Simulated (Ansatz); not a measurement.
**C: pressure series**

Take C in the diamond structure (space group Fd-3m, No. 227; a = 3.5603 Å) as the base.

Cell and atoms are relaxed at each pressure.

The values are results of r2SCAN (Ansatz, an electronic-structure program; PAW; 500 eV plane waves; no spin-orbit coupling), not measurements.

| P (GPa) | V (Å³/atom) |
|---|---|
| -2.00 | 5.666 |
| -1.00 | 5.654 |
| 0.90 | 5.630 |
| 2.10 | 5.615 |
| 4.50 | 5.586 |
| 9.00 | 5.533 |
| 15.00 | 5.467 |
| 22.51 | 5.388 |
| 30.01 | 5.314 |

Question: Fit a third-order Birch–Murnaghan equation of state.

Answer: Least squares on P(V) = (3B₀/2)[(V₀/V)^(7/3) − (V₀/V)^(5/3)]·[1 + (3/4)(B₀′ − 4)((V₀/V)^(2/3) − 1)] gives V₀ = 5.64 Å³/atom, B₀ = 451 GPa and B₀′ = 3.6.

Measured bulk modulus of C: 454.7 GPa (static lattice; corrected from measurement; as listed in Daniel Mejia-Rodriguez, S. B. Trickey, Phys. Rev. B (2018)); the computed value is 1 % below it.

Between the base and pressure 30 GPa the gap moves from 4.36 eV to 4.51 eV, a mean slope of 4.8 meV/GPa.

Load acts through the strain it causes; cell and atoms are relaxed under it. Stability against distortions was not tested. No other phases were tried under pressure.
